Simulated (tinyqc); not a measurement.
Worked calculation: RKS/PBE in the sto-3g basis, for HF, spin multiplicity 1. Computed by tinyqc, a small Python program that keeps every step (integrals from PySCF). Settings: charge = 0, multiplicity = 1, basis = sto-3g, energy threshold = 1e-09, iteration cap = 83, orthogonalisation = symmetric, start = core, DIIS depth = 4, method = RKS, functional = pbe,pbe, grid = [15, 86]. Command: `OMP_NUM_THREADS=1 python tinyqc.py 24678 24679 out.jsonl` (the two numbers bound the seeds that draw the settings). One thread of a shared host (Intel(R) Xeon(R) Processor @ 2.60GHz), about 0.6 s of CPU time with the checks.

Geometry (angstrom):
```
atom         x         y         z
F     0.000000  0.000000  0.000000
H     0.000000  0.000000  1.299000
```

Stop when the energy changes by less than 1e-09 hartree and every element of the error matrix X^T (F D S - S D F) X is below 9e-06.

Course of the cycle:
```
iteration   E (hartree)     change  largest element of the error matrix
1          -98.13337792          -                             4.09e-01
2          -98.24809464  -1.15e-01                             6.83e-01
3          -98.78231317  -5.34e-01                             1.96e-01
4          -98.76581626   1.65e-02                             2.68e-01
5          -98.72598430   3.98e-02                             3.88e-01
6          -98.79948781  -7.35e-02                             2.51e-02
7          -98.79976332  -2.76e-04                             4.33e-03
8          -98.79977186  -8.54e-06                             5.06e-05
9          -98.79977186  -1.20e-09                             7.90e-07
10         -98.79977186  -2.27e-13                             6.96e-11
```

Can the last value be used, and what does the course show?

Yes. Converged in 10 iterations. The coarse grid moves the energy by -1.62e-02 hartree. PySCF RKS in the same basis, fine grid = -98.78352450 hartree, which differs from a converged run on this coarse grid by the grid error.
